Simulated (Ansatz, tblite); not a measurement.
Forces on H2S5 at its PBE-D4/def2-SVP geometry. Charge 0, multiplicity 1.

The xTB rows come from tblite.

GFN1-xTB (tblite), largest force 1.11 eV/Å:

```xyz
7
positions Å, forces eV/Å
S    -0.542   -0.866    1.855    0.003   -0.883   -0.621
S    -1.433   -1.265   -0.001    0.963    0.257    0.066
S     0.039   -1.015   -1.476   -0.602    0.801    0.484
S     0.036    1.017   -2.003    0.465   -0.521    0.684
S     1.390    1.982   -0.733   -1.024   -0.234    0.143
H    -0.002   -2.105    2.077   -0.331    0.739   -0.148
H     0.512    2.252    0.282    0.526   -0.159   -0.608
```

GFN2-xTB (tblite), largest force 0.87 eV/Å:

```
S -0.013 -0.669 -0.562
S 0.735 0.203 0.146
S -0.423 0.594 0.339
S 0.426 -0.318 0.602
S -0.819 -0.257 -0.011
H -0.263 0.547 -0.098
H 0.356 -0.099 -0.416
```

PBE0-D4/def2-TZVP (Ansatz), largest force 0.99 eV/Å:

```
S -0.083 -0.641 -0.644
S 0.892 0.270 0.091
S -0.510 0.728 0.446
S 0.439 -0.445 0.695
S -0.851 -0.300 -0.068
H -0.234 0.496 -0.105
H 0.349 -0.107 -0.416
```
